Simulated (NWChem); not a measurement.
Correlation energy of ammonia (H$_{3}$N)

SMILES: N
```xyz
4

N      0.0016     0.1283     0.0000
H     -0.4728    -0.2934     0.8124
H     -0.4728    -0.2934    -0.8124
H      0.9343    -0.3110     0.0000
```
Charge 0, spin multiplicity 1.

Everything below was run with NWChem. Structure: optimised with PBE/def2-SVP, a minimum by its harmonic frequencies.

Basis set: STO-3G. Each correlation energy counts from its own Hartree-Fock reference.

The correlated methods keep 1 core orbital frozen. No row is a measurement; the coupled-cluster row has its own basis-set and correlation limits.

**Question.** One of these methods gave a correlation energy of -68.5 mHa. Which?
A) MP2
B) SCS-MP2
C) CCSD

**Answer.** C, CCSD. The others give -49.7 (MP2), -56.9 (SCS-MP2).
